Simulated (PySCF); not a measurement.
Reproducing measurements on cyanoacetylene

**Measured values to compare with.**

NIST CCCBDB Release 22 (SRD 101), experimental dipoles lists, for the gas: dipole moment (microwave Stark effect) 3.72 D.

How close the calculation comes is told at the end.

Cyanoacetylene, C3HN.
Numbering: `[CH:1]#[C:2][C:3]#[N:4]` (hydrogens: H5 on C1)

Structure used (PBE0/6-31+G*), in Å, numbered top down from 1:
```
atom  x, y, z in Å
C1    -1.2729   -0.1824   -0.0538
C2    -0.0741   -0.0226   -0.0310
C3     1.2859    0.1599   -0.0056
N4     2.4398    0.3149    0.0165
H5    -2.3323   -0.3246   -0.0724
```

Runs made with PySCF (gas phase, on this PBE0/6-31+G* geometry; no spin–orbit coupling):

```json
{"level": "PBE0/6-31+G*, grid level 1", "job": "geometry optimisation from a GFN2-xTB start", "basis functions": "74", "wall time": "3.1 s"}
```

Hardware: one thread, Intel Xeon Platinum 8488C (x86_64), on a shared host.

All basis functions are spherical.

**Comparison with experiment**

**Dipole moment.** Measured: 3.72 D (NIST CCCBDB Release 22 (SRD 101), experimental dipoles).

```
       level  computed (D)  computed − measured (D)  % (from the printed values)
PBE0/6-31+G*          3.98                    +0.26                           +7
```

The computed dipoles belong to one fixed geometry; measured ones are averaged over vibrations unless marked μe. Magnitudes are compared, not signs.

No measured geometry was used, and the causes of the misses weren't examined.
